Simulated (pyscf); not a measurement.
## Routes from `[O]=[Mo](=[O])([OH])[Cl]` + `[H][H]`

Candidate steps break at most two bonds and form at most two. Each was searched with GFN2-xTB (tblite) first. PySCF, gas phase, ωB97X-D3(BJ)/def2-SVP geometries. Energies: ωB97M-D3(BJ)/def2-TZVP, kcal/mol, from the separated reactants, singlet surface; ΔG‡ with ideal gas, 1 atm, RRHO with modes under 100 cm⁻¹ raised to 100, one conformer, R ln 2 for chiral ones without a mode under 150 cm⁻¹.

| products | type | ΔE‡ | ΔE | ΔG‡ 298 K | ΔG‡ 900 K | ν‡ (cm⁻¹) |
|---|---|---|---|---|---|---|
| O=Mo(=O)(OH)–Cl + H₂ | concerted two-bond exchange | 33.6 | 0.0 | 43.0 | 65.1 | 1901i |
| O=MoH(=O)–Cl + H₂O | four-centre exchange | 34.6 | +19.7 | 44.8 | 64.6 | 1286i |
| O=MoH(OH)(OH)–Cl | addition across a multiple bond or ene-type step | 37.7 | +9.8 | 48.3 | 68.6 | 1650i |
| O=MoH(=O)–OH + HCl | four-centre exchange | 38.4 | +24.5 | 47.3 | 66.1 | 716i |
| HO–Mo(OH)(OH)–Cl [singlet] | addition across a multiple bond or ene-type step | 49.9 | +12.5 | 59.6 | 80.0 | 1965i |

Row 2: On the product side the descent ends in an adduct with a Mo–O contact, 10.0 kcal/mol under the separated species and 22.3 kcal/mol under the saddle at ωB97X-D3(BJ)/def2-TZVP. Row 4: On the product side the descent ends in a complex (not fully relaxed), 5.1 kcal/mol under the separated species and 14.6 kcal/mol under the saddle at ωB97X-D3(BJ)/def2-TZVP. Row 5: On the product side the descent ends in a point that may be a rotor saddle (no frequency run), 5.1 kcal/mol over the lowest minimum found and 31.1 kcal/mol under the saddle at ωB97X-D3(BJ)/def2-TZVP. 

The other spin state of HO–Mo(OH)(OH)–Cl [singlet] is not in these data. Plain bond fissions and candidates not yet searched are not listed, and one of them may be faster. Each barrier is that of the saddle found; lower ones may exist. A restricted singlet here is unstable towards spin polarisation, as is usual where a triplet lies low; its energy is less safe. Elements past Kr carry the def2 core potentials, without spin-orbit coupling.
